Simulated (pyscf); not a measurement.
A first-order saddle from PySCF, ωB97X-D3(BJ)/def2-SVP:

```
Si
H 1 1.4745
H 1 1.4746 2 124.10
H 1 1.5023 2 106.16 3 -122.95
H 1 1.7343 2 114.64 4 -85.91
H 5 0.8807 1 81.33 2 -76.70
I 6 2.1331 5 164.64 1 -2.16
```
Charge 0, spin multiplicity 1.

Surface: singlet, charge 0. Lowest wavenumbers (cm⁻¹): 886i, 169, 260, 568, 614.

**Question.** Which two sides does it connect, and which bonds change?

**Answer.** `[SiH3][I]` + `[H][H]` ⇌ `[IH]` + `[SiH4]`, a four-centre exchange read from left to right: I–Si, H–H broken and H–I, H–Si formed. At ωB97M-D3(BJ)/def2-TZVP it lies +2.25 eV from the left side and +1.66 eV from the right (each side as separated species at their lowest minima found). One saddle was located; it need not be the lowest between these sides. Elements past Kr carry the def2 core potentials, without spin-orbit coupling.
